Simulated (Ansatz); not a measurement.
Compare A (`ClC1C=CC1`) with its isomer B (`CC1=C(Cl)C1`).

Gas-phase electronic energies from Ansatz, PBE0-D4/def2-TZVP geometries. CCSD(T)/CBS adds triple-zeta CCSD(T) − MP2 to the extrapolated MP2 energy (def2 sets, frozen cores). Functionals use def2-TZVPP. B3LYP here is the variant with VWN-RPA as its local correlation; programs differ in this.

Which isomer does CCSD(T)/CBS put lower? Give the gap. (An estimate is asked.)

Computed: A, by 22.6 kcal/mol.

Give E(B) − E(A) in kcal/mol with PBE-D4, ωB97M-V, HF/def2-TZVPP, B3LYP-D4, PBE0-D4, r2SCAN-D4, MP2/def2-TZVPP. (Best estimate.)

Ansatz gave: PBE-D4 17.7, ωB97M-V 21.5, HF/def2-TZVPP 22.8, B3LYP-D4 19.1, PBE0-D4 19.5, r2SCAN-D4 18.4, MP2/def2-TZVPP 20.3. None reverses the order clearly.

Largest T1 diagnostic: 0.010.

In def2-TZVPP, CCSD(T) changes the Hartree–Fock value by −1.0 kcal/mol (the triples alone add −0.2 kcal/mol) and MP2 by −2.5 kcal/mol. From PBE to PBE0 (25 % exact exchange), in def2-TZVPP and without D4, E(B) − E(A) moves by +1.9 kcal/mol.
